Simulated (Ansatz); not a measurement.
A nudged elastic band was laid between two geometries of C2H4S2 (8 atoms, charge 0, multiplicity 1).

Level of theory: RKS revPBE/def2-SVP (Ansatz).

```yaml
movable_images: 5
climbing_image: yes
spring: 5.0 eV/Å²
optimiser: quadratic models (default)
start_path: IDPP
force_threshold: 0.03 eV/Å
iteration_limit: 60
end_points: relaxed
```

First end point:

```xyz
8
Properties=species:S:1:pos:R:3
S -0.225 1.862 -0.616
C -0.481 0.314 0.295
C 0.511 -0.801 0.328
S -1.064 -1.230 -0.520
H 0.254 1.277 -1.750
H -1.003 0.554 1.239
H 0.698 -1.313 1.290
H 1.401 -0.719 -0.321
```

Last end point:

```xyz
8
Properties=species:S:1:pos:R:3
S 0.245 1.580 -0.936
C -0.359 0.200 0.070
C 0.646 -0.819 0.501
S -0.626 -1.484 -0.634
H -0.961 1.900 -1.485
H -1.129 0.490 0.807
H 0.611 -1.179 1.545
H 1.664 -0.744 0.077
```

(1) Which bonds break or form, and what moves?

(2) What energy profile does the band end with?

(3) What is the geometry of the highest image?

(4) What are the harmonic wavenumbers there?

The band took 5 iterations and of the order of 29 core-seconds.

Results:

(1) No bond is made or broken. The dihedral H5–S1–C2–S4 goes from -37 to 82°.

(2) The run converged. The highest image is number 3 of 0 to 6, 0.061 eV above the first end and 0.072 eV above the last; the last end lies 0.011 eV below the first. A vibrational analysis at the climbing image gives one clearly imaginary mode, 230i cm⁻¹: a first-order saddle point.

```tsv
image	path coordinate (Å)	energy (eV)	dihedral H5–S1–C2–S4 (°)
0	0.00	0.000	-37
1	0.32	0.014	-19
2	0.64	0.044	0
3	0.95	0.061	20
4	1.29	0.042	42
5	1.63	0.006	63
6	1.97	-0.011	82
```

(3) 
```xyz
8
Properties=species:S:1:pos:R:3
S 0.063 1.792 -0.703
C -0.429 0.277 0.207
C 0.588 -0.784 0.497
S -0.732 -1.294 -0.671
H -0.393 1.389 -1.920
H -1.167 0.497 0.999
H 0.573 -1.279 1.485
H 1.590 -0.654 0.051
```

(4) 230i, 247, 337, 587, 638, 703, 878, 902, 928, 1012, 1049, 1126, 1232, 1399, 2626, 3034, 3071, 3137 cm⁻¹.

Time of the run: 29 s on 1 thread of AMD EPYC 9R45 96-Core Processor (Zen 5), with other jobs on the host, peak memory 0.14 GiB.
